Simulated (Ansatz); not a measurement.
Ansatz (a quantum-chemistry and plane-wave program) input (CCSD(T)/cc-pCVDZ): A basis named .json is the Basis Set Exchange file of that set (core-valence sets with the plain set on hydrogen).

Ansatz 0.2 input:
```yaml
crystal:
  periodic: [false, false, false]
  atoms:
    - {symbol: Cl, position_ang: [-0.00000000, -0.00000000, -1.00677069]}
    - {symbol: Cl, position_ang: [0.00000000, 0.00000000, 1.00677069]}
basis:
  gaussian:
    orbitals: cc-pCVDZ.json
magnetization: {spin_polarized: false}
correlation: {method: ccsd_t, frozen_orbitals: {Cl: 1}}
```

Output:

```
Functional definition: HF
integrals: 0.02 GiB planned
508 factors; integrals over basis functions are off by at most 1.4e-3 eV
mean field: 0.11 GiB planned
mean field evaluation 1: about -25005.6298 eV, gradient 1.4e1 eV
mean field evaluation 2: about -25005.8092 eV, gradient 1.5e1 eV
mean field evaluation 4: about -25006.2302 eV, gradient 8.1e-1 eV
mean field evaluation 8: about -25006.2393 eV, gradient 7.7e-6 eV
mean field evaluation 16: about -25005.9882 eV, gradient 7.2e-1 eV
mean field -25006.23935483 eV, -918.9623464523 hartree, gradient 6.8e-6 eV, S^2 0.000000; 0 other end points of the search recorded, 0 dependent functions left out
2 core orbitals not correlated
reference -25006.23935483 eV, -918.9623464523 hartree; 15, 15 occupied and 37, 37 virtual orbitals, 508 factors
second order -18.60829548 eV of doubles, -0.00000000 eV of singles
coupled cluster: 0.10 GiB planned
cycle   1  -19.02426578 eV  change   -4.2e-1 eV  update   5.0e-2
cycle   2  -19.22248508 eV  change   -2.0e-1 eV  update   1.6e-2
cycle   3  -19.23732033 eV  change   -1.5e-2 eV  update   4.7e-3
cycle   4  -19.23531828 eV  change    2.0e-3 eV  update   1.2e-3
cycle   5  -19.23602259 eV  change   -7.0e-4 eV  update   4.0e-4
cycle   6  -19.23585875 eV  change    1.6e-4 eV  update   1.4e-4
cycle   7  -19.23584440 eV  change    1.4e-5 eV  update   3.7e-5
perturbative correction -0.23045969 eV, -0.0084692374 hartree
Total energy: -25025.70565892 eV, -919.6777199327 hartree
```
